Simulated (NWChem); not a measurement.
# A convergence study on BNH4S (SMILES NBS)

BNH4S has 7 atoms, charge 0, and is taken as a singlet. SMILES: `NBS`. Geometry: relaxed at PBE0-D4/def2-TZVP. This is one conformer, not always the lowest.

```xyz
7

N    -0.9192    0.3932   -0.6121
B     0.1570    0.1443    0.2341
S     1.0888   -1.4076    0.0860
H    -1.2356   -0.2403   -1.3265
H    -1.4544    1.2412   -0.5556
H     0.4661    0.9522    1.0566
H     1.9586   -1.1510    1.0718
```

Program: NWChem 7.3.0. Method: BP86. Swept: basis set. Watched: the total energy. Each run: energy and properties. Hardware: 1 thread of Intel Xeon Platinum 8488C (Sapphire Rapids), shared host.

The last row is the best point of the sweep, not the limit.

```tsv
basis set	basis functions	energy (Eh)	from the best (mEh)	wall time
6-31G*	54	-480.275545	+81.856	7.8 s
6-31+G*	66	-480.282956	+74.445	9.9 s
6-31++G**	82	-480.294145	+63.256	14 s
6-311+G**	98	-480.345215	+12.186	18 s
6-311++G(2d,2p)	129	-480.351610	+5.791	32 s
6-311++G(3df,3pd)	197	-480.357401	0.000	95 s
```

(1) Which is the coarsest setting good to 10 mEh?

Answers

(1) 6-311++G(2d,2p): it is 5.791 mEh off and takes 32 s, against 95 s for 6-311++G(3df,3pd).
